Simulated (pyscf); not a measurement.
PySCF, gas phase, ωB97X-D3(BJ)/def2-SVP geometries. MP2 and CC: frozen core, UHF for open shells. ΔMP2 is the change of the MP2 total energy from the triple- to the quadruple-zeta basis.

**Question.** Estimate by transition-state theory (the high-pressure limit) the rate constant of •HN–SiH₂–NH₂ (SMILES [NH][SiH2]N) -> H₄N₂Si (SMILES N1N[SiH2]1) + H• (SMILES [H]) (doublet surface; H–N broken, N–N formed) at 1200 K, with CCSD(T)/def2-TZVPP + ΔMP2(QZVPP) energies (ideal gas, 1 atm, RRHO with modes under 100 cm⁻¹ raised to 100, one conformer, R ln 2 for chiral ones without a mode under 150 cm⁻¹; no tunnelling).

**Answer.** The electronic barrier is 92.4 kcal/mol and the thermal terms add -0.4, so ΔG‡ = 92.1 kcal/mol. With k_BT/h = 2.50e+13 s⁻¹ and RT = 2.385 kcal/mol, k = 4.2e-04 s⁻¹. Wigner's tunnelling factor for 1044i cm⁻¹ would be 1.07. A shift of 1 kcal/mol in the barrier changes k by a factor 1.5. The same reactants have a lower exit, to H₂N–SiH•–NH₂ (barrier +29.1 kcal/mol at ωB97M-D3(BJ), against +94.2 kcal/mol here). •HN–SiH₂–NH₂ lies 18.4 kcal/mol over its isomer H₂N–SiH•–NH₂ (electronic energy, ωB97M-D3(BJ)). cyclic H₄N₂Si (SMILES N1N[SiH2]1) lies 63.0 kcal/mol over its isomer H₂N–Si:–NH₂ [singlet] (electronic energy, ωB97M-D3(BJ)). One saddle was located; it need not be the lowest between these sides. The CCSD(T) − MP2 part came from Ansatz, without density fitting, on the same reference.
